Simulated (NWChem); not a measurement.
Molecule: hydrogen chloride (HCl); SMILES Cl

Results from NWChem. Pople sets run with spherical d functions. The geometry was optimised at PBE-D3(BJ)/def2-SVP. Core excitations by TDA in a window of 1s orbitals, non-relativistic and unshifted: absolute energies depend strongly on the exact-exchange share.

Estimate the computed values for Cl K edge, BHandHLYP/6-311G**. Quantities: first 1s excitation (eV); dipole oscillator strength of the first; first state with f > 0.002 (eV); dipole oscillator strength of that state.

The first 1s excitation (eV) is 2793.0. The dipole oscillator strength of the first comes out as 0.0051, the first state with f > 0.002 (eV) is 2793.0 and the dipole oscillator strength of that state is 0.0051.
